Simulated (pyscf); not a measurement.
This saddle point was located with ωB97X-D3(BJ)/def2-SVP in PySCF.

```xyz
13

N     -2.4027     1.4378     0.2389
Ti    -1.5567    -0.1554     0.3053
Cl    -1.1789    -0.6346    -2.2692
Cl    -3.1634    -1.6439     0.2046
Cl    -0.9354    -0.3931     2.4258
H     -3.4175     1.5237     0.2649
H     -1.9301     2.3394     0.2732
O      0.2428     0.1973    -0.2176
Si     1.6927     0.3612     0.6435
H     -0.0887    -0.1489    -1.4596
H      1.5584     1.4733     1.6179
H      2.0336    -0.9163     1.3171
H      2.7360     0.6975    -0.3649
```

Surface: singlet, charge 0. Lowest wavenumbers (cm⁻¹): 639i, 24, 67, 113, 139.

Q: What reaction is this the transition state of?

A: H₂N–Ti(Cl)(Cl)–Cl + HO–SiH₃ ⇌ H₂N–Ti(Cl)(Cl)–O–SiH₃ + HCl, a four-centre exchange read from left to right: Cl–Ti, H–O broken and O–Ti, Cl–H formed. At ωB97M-D3(BJ)/def2-TZVP it lies +0.34 eV from the left side and +0.45 eV from the right (each side as separated species at their lowest minima found). On the reactant side the descent ends in an adduct with a O–Ti contact (not fully relaxed), 0.61 eV under the separated species and 0.82 eV under the saddle at ωB97X-D3(BJ)/def2-TZVP. On the product side the descent ends in a complex (not fully relaxed), 0.19 eV under the separated species and 0.47 eV under the saddle at ωB97X-D3(BJ)/def2-TZVP. What is counted as formed (O–Ti) is already present as a longer contact in the reactant adduct; forming that adduct is a step of its own. At ωB97X-D3(BJ) the barrier from the zero used here is 0.21 eV. The same reactants have a lower exit, to NH₃ + H₃Si–O–Ti(Cl)(Cl)–Cl (barrier +0.04 eV at ωB97M-D3(BJ), against +0.34 eV here). This is the saddle that the search found; another between the same sides may lie lower.
